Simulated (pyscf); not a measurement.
A first-order saddle from PySCF, ωB97X-D3(BJ)/def2-SVP:

```xyz
5

Ga     0.3597    -0.0130    -0.7635
O      1.2893     1.0694     0.2836
H      2.2479     1.0772     0.1833
F     -1.5723     0.1136    -0.4271
H     -0.9819    -0.6979    -1.3462
```

Surface: singlet, charge 0. Lowest wavenumbers (cm⁻¹): 1363i, 171, 268, 462, 522.

Problem. Name the species on either side of this saddle.

Solution. HO–Ga [singlet] + HF ⇌ HO–GaH–F, an insertion read from left to right: F–H broken and F–Ga, Ga–H formed. At CCSD(T)/def2-TZVPP + ΔMP2(QZVPP) it lies +139.6 kJ/mol from the left side and +239.6 kJ/mol from the right (each side as separated species at their lowest minima found). On the product side the descent ends in a point that may be a rotor saddle (no frequency run), 7.1 kJ/mol over the lowest minimum found and 238.5 kJ/mol under the saddle at ωB97X-D3(BJ)/def2-TZVP. At ωB97X-D3(BJ)/def2-TZVP the barrier from the zero used here is 127.7 kJ/mol. This is the saddle that the search found; another between the same sides may lie lower. The CCSD(T) − MP2 part came from Ansatz, without density fitting, on the same reference. The frozen core leaves the outer d or s,p core shells of the metals and heavy elements correlated in the MP2 and CC values, and def2-TZVPP describes them poorly, which can shift differences by a few kcal/mol. Elements up to Kr have no core potential and no relativistic terms here.
